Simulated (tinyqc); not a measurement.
Ways to converge the cycle: SCF convergence aids in the sto-3g basis, for BH3, spin multiplicity 1. Computed by the program tinyqc with PySCF. RHF with one setting changed at a time; a run stops when the energy changes by less than 1e-09 hartree and the error matrix is below 1e-5. The start is random orbitals. Damping d keeps d of the old density; a shift (hartree) raises the virtual levels; DIIS n extrapolates F over n matrices.

Geometry (angstrom):

| atom | x | y | z |
|---|---|---|---|
| B | 0.0000 | 0.0000 | 0.0340 |
| H | 1.1360 | 0.0000 | 0.0000 |
| H | -0.5680 | 0.9840 | 0.0000 |
| H | -0.5680 | -0.9840 | 0.0000 |

lowest restricted solution found by these runs and by PySCF = -26.069253 hartree

Largest element of the error matrix X^T (FDS - SDF) X:

| iteration | plain | damping 0.3 | damping 0.6 | shift 0.4 | DIIS 3 | DIIS 8 |
|---|---|---|---|---|---|---|
| 1 | 6.1e+00 | 6.1e+00 | 6.1e+00 | 6.1e+00 | 6.1e+00 | 6.1e+00 |
| 2 | 4.5e-01 | 1.6e+00 | 3.4e+00 | 5.5e-01 | 4.5e-01 | 4.5e-01 |
| 3 | 9.1e-02 | 4.9e-01 | 2.0e+00 | 2.1e-01 | 9.1e-02 | 9.1e-02 |
| 4 | 5.1e-02 | 1.5e-01 | 1.2e+00 | 1.1e-01 | 4.8e-02 | 4.8e-02 |
| 5 | 2.8e-02 | 6.4e-02 | 7.1e-01 | 7.1e-02 | 1.5e-02 | 1.4e-02 |
| 6 | 1.5e-02 | 4.1e-02 | 4.3e-01 | 4.9e-02 | 2.2e-03 | 1.9e-03 |
| 8 | 4.4e-03 | 1.9e-02 | 1.6e-01 | 2.5e-02 | 2.2e-05 | 9.9e-06 |
| 10 | 1.3e-03 | 8.8e-03 | 5.7e-02 | 1.2e-02 | - | - |
| 14 | 1.1e-04 | 1.9e-03 | 1.8e-02 | 3.1e-03 | - | - |
| 20 | - | 1.8e-04 | 5.6e-03 | 3.8e-04 | - | - |
| 30 | - | - | 7.4e-04 | 1.2e-05 | - | - |
| 45 | - | - | 3.5e-05 | - | - | - |

How each run ends:

| run | iterations | E (hartree) | state |
|---|---|---|---|
| plain | 18 | -26.069253 | lowest found |
| damping 0.3 | 28 | -26.069253 | lowest found |
| damping 0.6 | 52 | -26.069253 | lowest found |
| shift 0.4 | 31 | -26.069253 | lowest found |
| DIIS 3 | 9 | -26.069253 | lowest found |
| DIIS 8 | 9 | -26.069253 | lowest found |

What does the comparison show, and why?

6 of 6 runs reach the lowest restricted solution found, in 9 to 52 iterations (fastest: DIIS 3, DIIS 8). Plain steps already contract here, so damping only slows them. DIIS 3 and DIIS 8 gain by cancelling the error over several earlier matrices, much as a quasi-Newton step does.
